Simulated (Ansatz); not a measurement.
All numbers were calculated with Ansatz.

A structure relaxed at PBE0-D4/def2-TZVP, charge 0, multiplicity 1:

```
atom    x (Å)    y (Å)    z (Å)
  C1   0.4018  -0.3039   0.9224
  N2   1.2127  -0.5120  -0.0482
  N3   0.5618  -0.0702  -1.1893
  C4  -0.5796   0.3623  -0.7984
  O5  -0.7628   0.2502   0.5320
  H6   0.5410  -0.5135   1.9704
  H7  -1.3750   0.7871  -1.3888
```

(1) Give its formula and SMILES.

(2) Point group (tolerance 0.08 Å, 0.16 Å for H)?

(3) Summarise the bond lengths by kind.

Answers

(1) C2H2N2O, `c1nnco1`.

(2) C2v.

(3) 2 × C–N 1.282 Å; 2 × C–O 1.348 Å; 2 × C–H 1.078 Å; 1 × N–N 1.386 Å.
